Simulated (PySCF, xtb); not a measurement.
Bonds broken one at a time in the series Al Cl-Br. Gas-phase values, no solvent. Strings in code marks are SMILES.

Quantity: homolytic bond dissociation enthalpy at 298 K (no spin–orbit term), in kcal/mol. Enthalpy corrections at 298 K come from GFN2-xTB frequencies (xtb).

Level 1: TPSSh-D3(BJ)/def2-TZVP (PySCF)
Level 2: BP86/6-31G* // TPSSh-D3(BJ)/def2-TZVP (PySCF)
Level 3: PBE/6-31G* // TPSSh-D3(BJ)/def2-TZVP (PySCF)
Level 4: frozen-core MP2/6-31G* // TPSSh-D3(BJ)/def2-TZVP (PySCF)

```json
[
 {"species": "Al–Br bond of `[Cl][Al]([Br])[Br]`, giving `[Br]` and `[Cl][Al][Br]`", "level 1": "99.2", "level 2": "95.2", "level 3": "96.5", "level 4": "97.9"},
 {"species": "Al–Br bond of `[Cl][Al]([Cl])[Br]`, giving `[Br]` and `[Cl][Al][Cl]`", "level 1": "100.0", "level 2": "96.0", "level 3": "97.3", "level 4": "98.5"},
 {"species": "Br–Al bond of `[Br][Al]([Br])[Br]`, giving `[Br]` and `[Br][Al][Br]`", "level 1": "98.5", "level 2": "94.5", "level 3": "95.7", "level 4": "97.3"},
 {"species": "Cl–Al bond of `[Cl][Al]([Cl])[Br]`, giving `[Cl]` and `[Cl][Al][Br]`", "level 1": "111.6", "level 2": "107.0", "level 3": "108.3", "level 4": "108.5"},
 {"species": "Cl–Al bond of `[Cl][Al]([Br])[Br]`, giving `[Br][Al][Br]` and `[Cl]`", "level 1": "110.7", "level 2": "106.2", "level 3": "107.5", "level 4": "107.8"},
 {"species": "Cl–Al bond of `[Cl][Al]([Cl])[Cl]`, giving `[Cl]` and `[Cl][Al][Cl]`", "level 1": "112.4", "level 2": "107.9", "level 3": "109.1", "level 4": "109.2"}
]
```
